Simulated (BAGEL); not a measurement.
# HF/def2-TZVP (density fitting with qzvpp-jkfit) run of CH3LiO (SMILES [Li][O]C)

Aim: the vertical singlet–triplet gap of CH3LiO at HF/def2-TZVP (density fitting with qzvpp-jkfit), from 2 runs. 

Program for the calculation: BAGEL 1.2.2.

6 further runs of the same task are left out: 6 that didn't finish.

**1. The molecule**

CH3LiO: 6 atoms, total charge 0, spin state singlet. As SMILES, `[Li][O]C`. The coordinates come from a PBE0-D4/def2-TZVP relaxation.

Bond lengths: Li1–O2 1.576 Å, O2–C3 1.366 Å, C3–H4 1.105 Å, C3–H5 1.105 Å, C3–H6 1.105 Å. Angles: Li1–O2–C3 180.0°, O2–C3–H4 112.7°, O2–C3–H5 112.7°, O2–C3–H6 112.7°, H4–C3–H5 106.1°, H4–C3–H6 106.1°, H5–C3–H6 106.1°.

**2. A single-point energy at HF/def2-TZVP (density fitting with qzvpp-jkfit)**

File calc.json:

```json
{ "bagel": [

{
  "title": "molecule",
  "basis": "def2-tzvp.json",
  "df_basis": "qzvpp-jkfit",
  "angstrom": "true",
  "geometry": [
    { "atom": "Li", "xyz": [      -1.839400,      -1.015400,      -1.240600 ] },
    { "atom": "O", "xyz": [      -0.645300,      -0.365700,      -0.443200 ] },
    { "atom": "C", "xyz": [       0.389500,       0.197500,       0.247700 ] },
    { "atom": "H", "xyz": [       1.028500,      -0.554300,       0.746000 ] },
    { "atom": "H", "xyz": [       1.061700,       0.790000,      -0.399500 ] },
    { "atom": "H", "xyz": [       0.047100,       0.884000,       1.043500 ] }
  ]
},

{ "title": "hf" },

{ "title": "print", "file": "orbitals.molden", "orbitals": "true" }

]}
```

The basis set def2-TZVP is read from a file made from the Basis Set Exchange's data (not shown).

Started as:

```bash
$ BAGEL_NUM_THREADS=1 BAGEL calc.json > calc.out
```

What it wrote:

```text
* using 1 threads per process

  ===============================================================
  ===============================================================

  *** Geometry ***

  { "atom" : "Li", "xyz" : [     -3.475962,     -1.918828,     -2.344394 ] },
  { "atom" : "O", "xyz" : [     -1.219440,     -0.691073,     -0.837527 ] },
  { "atom" : "C", "xyz" : [      0.736048,      0.373221,      0.468085 ] },
  { "atom" : "H", "xyz" : [      1.943583,     -1.047475,      1.409736 ] },
  { "atom" : "H", "xyz" : [      2.006322,      1.492884,     -0.754946 ] },
  { "atom" : "H", "xyz" : [      0.089006,      1.670518,      1.971929 ] },

  Number of auxiliary basis functions:      257

  Since a DF basis is specified, we compute 2- and 3-index integrals:
    o Being stored without compression. Storage requirement is 0.018 GB

  Number of basis functions:       94
  Number of electrons      :       20

    * METHOD: MOLECULE                             0.09

  *** RHF ***

  === Nuclear Repulsion ===
    46.9230743400

      * DIIS with orbital gradients will be used.

  === RHF iteration (def2-tzvp.json) ===
      0       -121.65411276          0.03257013           0.01
      1       -121.74073926          0.02951960           0.02
      2       -121.98301843          0.00228048           0.02
      3       -121.98489585          0.00058552           0.02
      4       -121.98501269          0.00016003           0.02
      5       -121.98502424          0.00003884           0.02
      6       -121.98502533          0.00001039           0.02
      7       -121.98502540          0.00000345           0.02
      8       -121.98502540          0.00000172           0.02
      9       -121.98502540          0.00000029           0.02
     10       -121.98502540          0.00000010           0.02
     11       -121.98502540          0.00000003           0.02
     12       -121.98502540          0.00000001           0.02
    * SCF iteration converged.

    * Permanent dipole moment:
           (    1.624665,     0.883935,     1.084956) a.u.

    * METHOD: HF                                   0.29

    * METHOD: PRINT                                0.02

  ===============================================================
```

It took 0.52 s on 1 thread of Arm Neoverse V1, shared host.

**3. The triplet at the same level**

File input.json:

```json
{ "bagel" : [

{
  "title" : "molecule",
  "basis" : "def2-tzvp.json",
  "df_basis" : "qzvpp-jkfit",
  "angstrom" : true,
  "geometry" : [
    { "atom" : "Li", "xyz" : [   -1.839400,   -1.015400,   -1.240600 ] },
    { "atom" : "O", "xyz" : [   -0.645300,   -0.365700,   -0.443200 ] },
    { "atom" : "C", "xyz" : [    0.389500,    0.197500,    0.247700 ] },
    { "atom" : "H", "xyz" : [    1.028500,   -0.554300,    0.746000 ] },
    { "atom" : "H", "xyz" : [    1.061700,    0.790000,   -0.399500 ] },
    { "atom" : "H", "xyz" : [    0.047100,    0.884000,    1.043500 ] }
  ]
},
{ "title" : "uhf", "charge" : 0, "nopen" : 2 },
{ "title" : "print", "file" : "orbitals.molden", "orbitals" : true }

]}
```

The basis set def2-TZVP is read from a file made from the Basis Set Exchange's data (not shown).

Started as:

```bash
$ BAGEL_NUM_THREADS=1 BAGEL input.json > input.out
```

What it wrote:

```text
* using 1 threads per process

  ===============================================================
  ===============================================================

  *** Geometry ***

  { "atom" : "Li", "xyz" : [     -3.475962,     -1.918828,     -2.344394 ] },
  { "atom" : "O", "xyz" : [     -1.219440,     -0.691073,     -0.837527 ] },
  { "atom" : "C", "xyz" : [      0.736048,      0.373221,      0.468085 ] },
  { "atom" : "H", "xyz" : [      1.943583,     -1.047475,      1.409736 ] },
  { "atom" : "H", "xyz" : [      2.006322,      1.492884,     -0.754946 ] },
  { "atom" : "H", "xyz" : [      0.089006,      1.670518,      1.971929 ] },

  Number of auxiliary basis functions:      257

  Since a DF basis is specified, we compute 2- and 3-index integrals:
    o Being stored without compression. Storage requirement is 0.018 GB

  Number of basis functions:       94
  Number of electrons      :       20

    * METHOD: MOLECULE                             0.09

  *** Open-shell HF ***

  === Nuclear Repulsion ===
    46.9230743400

      * DIIS with orbital gradients will be used.

  === UHF iteration (def2-tzvp.json) ===
      0       -121.50572510          0.05726443           0.03
      1       -121.64156820          0.05300254           0.04
      2       -121.74567788          0.03862712           0.04
      3       -121.86953885          0.00600496           0.04
      4       -121.88476667          0.00325264           0.04
      5       -121.88988660          0.00110736           0.04
      6       -121.89047732          0.00019575           0.04
      7       -121.89050701          0.00006608           0.04
      8       -121.89051467          0.00002926           0.04
      9       -121.89051747          0.00000968           0.04
     10       -121.89051853          0.00000473           0.04
     11       -121.89051880          0.00000206           0.04
     12       -121.89051883          0.00000097           0.04
     13       -121.89051883          0.00000053           0.04
     14       -121.89051883          0.00000033           0.04
     15       -121.89051884          0.00000016           0.04
     16       -121.89051884          0.00000008           0.04
     17       -121.89051884          0.00000004           0.04
     18       -121.89051884          0.00000002           0.04
     19       -121.89051884          0.00000001           0.04
     20       -121.89051884          0.00000001           0.04
    * SCF iteration converged.

    * S^2 (UHF) is 2.0096

    * Permanent dipole moment:
           (   -1.986309,    -1.053263,    -1.356427) a.u.

    * METHOD: UHF                                  0.89

    * METHOD: PRINT                                0.02

  ===============================================================
```

Wall time 1.1 s (1 thread of Arm Neoverse V1, shared host).

**4. Summary of results**

At HF/def2-TZVP (density fitting with qzvpp-jkfit):

| quantity | value |
| --- | --- |
| singlet: total energy | -121.98503 Eh |
| singlet: dipole moment | 5.45 D |
| singlet: HOMO energy | -9.34 eV |
| singlet: LUMO energy | 0.23 eV |
| singlet: HOMO–LUMO gap | 9.57 eV |
| triplet: total energy | -121.89052 Eh |
| triplet: dipole moment | 6.67 D |
| triplet: ⟨S²⟩ | 2.010 |
| vertical energy of the triplet above the singlet | 2.572 eV |

At this shape the triplet lies 2.57 eV (248 kJ/mol) above the singlet.
